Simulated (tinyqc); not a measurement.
RHF in the sto-6g basis, for H3O+, spin multiplicity 1, step by step. One step of it, computed by the program tinyqc.

Task: Iteration 16 (converged): orbitals. Diagonalise F' = X^T F X, C = X C', fill 5 alpha and 5 beta electrons from the bottom; D = 2 C_occ C_occ^T. Each column has its largest component positive (the first on a tie).

converged F (hartree), order 1O 1s, 1O 2s, 1O 2px, 1O 2py, 1O 2pz, 2H 1s, 3H 1s, 4H 1s:
$$\begin{pmatrix}
-21.120775 & -5.101278 & 0.000000 & 0.000000 & 0.022827 & -1.045510 & -1.044688 & -1.044688 \\
-5.101278 & -2.862618 & -0.000022 & 0.000000 & 0.122059 & -1.103413 & -1.102818 & -1.102818 \\
0.000000 & -0.000022 & -0.869260 & 0.000000 & 0.000031 & -0.588713 & 0.294497 & 0.294497 \\
0.000000 & 0.000000 & 0.000000 & -0.869089 & 0.000000 & 0.000000 & -0.509644 & 0.509644 \\
0.022827 & 0.122059 & 0.000031 & 0.000000 & -0.900342 & 0.293235 & 0.293058 & 0.293058 \\
-1.045510 & -1.103413 & -0.588713 & 0.000000 & 0.293235 & -0.835806 & -0.389735 & -0.389735 \\
-1.044688 & -1.102818 & 0.294497 & -0.509644 & 0.293058 & -0.389735 & -0.835420 & -0.389752 \\
-1.044688 & -1.102818 & 0.294497 & 0.509644 & 0.293058 & -0.389735 & -0.389752 & -0.835420
\end{pmatrix}$$

X, order 1O 1s, 1O 2s, 1O 2px, 1O 2py, 1O 2pz, 2H 1s, 3H 1s, 4H 1s:
$$\begin{pmatrix}
1.023285 & -0.141843 & -0.000001 & 0.000000 & 0.007131 & 0.017371 & 0.017362 & 0.017362 \\
-0.141843 & 1.267068 & 0.000040 & 0.000000 & -0.079278 & -0.240462 & -0.240235 & -0.240235 \\
-0.000001 & 0.000040 & 1.093133 & 0.000000 & -0.000018 & -0.234317 & 0.117163 & 0.117163 \\
0.000000 & 0.000000 & 0.000000 & 1.093003 & 0.000000 & 0.000000 & -0.202776 & 0.202776 \\
0.007131 & -0.079278 & -0.000018 & 0.000000 & 1.025529 & 0.077702 & 0.077610 & 0.077610 \\
0.017371 & -0.240462 & -0.234317 & 0.000000 & 0.077702 & 1.170265 & -0.066857 & -0.066857 \\
0.017362 & -0.240235 & 0.117163 & -0.202776 & 0.077610 & -0.066857 & 1.170083 & -0.066885 \\
0.017362 & -0.240235 & 0.117163 & 0.202776 & 0.077610 & -0.066857 & -0.066885 & 1.170083
\end{pmatrix}$$

Give: F' = X^T F X; orbital energies; coefficients C; D after iteration 16.

Result:

F' = X^T F X (hartree):
$$\begin{pmatrix}
-20.7889 & -2.5251 & 0.0000 & 0.0000 & 0.0334 & -0.1652 & -0.1650 & -0.1650 \\
-2.5251 & -1.6616 & 0.0000 & 0.0000 & -0.0457 & -0.4542 & -0.4539 & -0.4539 \\
0.0000 & 0.0000 & -0.6230 & 0.0000 & 0.0000 & -0.4927 & 0.2464 & 0.2464 \\
0.0000 & 0.0000 & 0.0000 & -0.6231 & 0.0000 & 0.0000 & -0.4265 & 0.4265 \\
0.0334 & -0.0457 & 0.0000 & 0.0000 & -0.8316 & 0.1839 & 0.1838 & 0.1838 \\
-0.1652 & -0.4542 & -0.4927 & 0.0000 & 0.1839 & -0.3196 & -0.0776 & -0.0776 \\
-0.1650 & -0.4539 & 0.2464 & -0.4265 & 0.1838 & -0.0776 & -0.3197 & -0.0776 \\
-0.1650 & -0.4539 & 0.2464 & 0.4265 & 0.1838 & -0.0776 & -0.0776 & -0.3197
\end{pmatrix}$$

orbital energies (hartree): MO1 -21.1238, MO2 -1.7756, MO3 -1.0654, MO4 -1.0652, MO5 -0.9185, MO6 0.0610, MO7 0.2000, MO8 0.2004

coefficients C, order 1O 1s, 1O 2s, 1O 2px, 1O 2py, 1O 2pz, 2H 1s, 3H 1s, 4H 1s:
$$\begin{pmatrix}
0.9967 & -0.2270 & 0.0000 & 0.0000 & -0.0683 & -0.1363 & 0.0000 & 0.0001 \\
0.0157 & 0.8782 & -0.0001 & 0.0000 & 0.3608 & 0.9505 & 0.0000 & -0.0012 \\
0.0000 & 0.0000 & 0.7120 & 0.0000 & 0.0001 & -0.0009 & 0.0000 & -0.8777 \\
0.0000 & 0.0000 & 0.0000 & 0.7121 & 0.0000 & 0.0000 & 0.8774 & 0.0000 \\
-0.0024 & -0.1299 & -0.0001 & 0.0000 & 0.9118 & -0.4773 & 0.0000 & 0.0006 \\
-0.0028 & 0.0931 & 0.4081 & 0.0000 & -0.1207 & -0.6309 & 0.0000 & 0.9538 \\
-0.0028 & 0.0930 & -0.2041 & 0.3535 & -0.1207 & -0.6319 & -0.8254 & -0.4760 \\
-0.0028 & 0.0930 & -0.2041 & -0.3535 & -0.1207 & -0.6319 & 0.8254 & -0.4760
\end{pmatrix}$$

D after iteration 16, order 1O 1s, 1O 2s, 1O 2px, 1O 2py, 1O 2pz, 2H 1s, 3H 1s, 4H 1s:
$$\begin{pmatrix}
2.0992 & -0.4168 & 0.0000 & 0.0000 & -0.0703 & -0.0314 & -0.0314 & -0.0314 \\
-0.4168 & 1.8034 & 0.0000 & 0.0000 & 0.4298 & 0.0763 & 0.0762 & 0.0762 \\
0.0000 & 0.0000 & 1.0138 & 0.0000 & 0.0000 & 0.5811 & -0.2907 & -0.2907 \\
0.0000 & 0.0000 & 0.0000 & 1.0141 & 0.0000 & 0.0000 & 0.5034 & -0.5034 \\
-0.0703 & 0.4298 & 0.0000 & 0.0000 & 1.6967 & -0.2444 & -0.2443 & -0.2443 \\
-0.0314 & 0.0763 & 0.5811 & 0.0000 & -0.2444 & 0.3796 & -0.1201 & -0.1201 \\
-0.0314 & 0.0762 & -0.2907 & 0.5034 & -0.2443 & -0.1201 & 0.3797 & -0.1201 \\
-0.0314 & 0.0762 & -0.2907 & -0.5034 & -0.2443 & -0.1201 & -0.1201 & 0.3797
\end{pmatrix}$$
